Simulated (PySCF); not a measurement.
# SiHClO

The system: SiHClO, a silylene (divalent Si1, bonded to 1 Cl + 1 O); neutral, singlet. The structure, one conformer, was relaxed in the gas phase by PBE0-D3(BJ)/def2-SVP. No frequency run checks that it is a minimum.

SMILES: O[Si]Cl

Coordinates in Å:
```
Si1    -0.505    0.726   -0.649
O2     -0.408   -0.920   -0.506
Cl3     0.873    1.320    0.853
H4      0.182   -1.312    0.152
```

Shieldings: GIAO PBE0/pcSseg-2. Shifts are against computed references at the same level: H TMS (σ 31.24 ppm), Si TMS (σ 341.3 ppm). Core levels by delta-SCF with SCAN, pcX-2 on the ionised atom and pcseg-1 elsewhere, spin-free X2C (2p3/2 is the spin-free 2p value less a third of a first-order spin-orbit splitting); from the vacuum level, for chosen atoms.

**Question.** Give the NMR and core-level values of the distinct atoms.

**Answer.** 
```tsv
atoms	bonded to	σ (ppm)	δ (ppm)	core level (eV)
Si1	1 Cl + 1 O	199.8	141.5	2p3/2 108.86
O2	1 Si + 1 H	97.3	-	1s 539.30
Cl3	1 Si	535.5	-	2p3/2 205.85
H4	1 O	25.17	6.08	-
```

Values are those of this one static structure; atoms that internal rotation interchanges would show their mean in an NMR spectrum.

**Question.** By CAM-B3LYP/def2-SVPD (TDDFT singlets, Tamm-Dancoff triplets, ionisation by delta-SCF), where does absorption start, and what does vertical ionisation take?

**Answer.** The lowest singlet lies at 4.74 eV (f 0.064), the strongest of the first 6 at 7.41 eV (f 0.364), the lowest triplet at 2.92 eV; vertical ionisation takes 10.25 eV.

The 3 runs behind this took 31 s in all, one thread each of Arm Neoverse N1 on a shared host, launched as `OMP_NUM_THREADS=1 python cluster_run.py task.json out`.
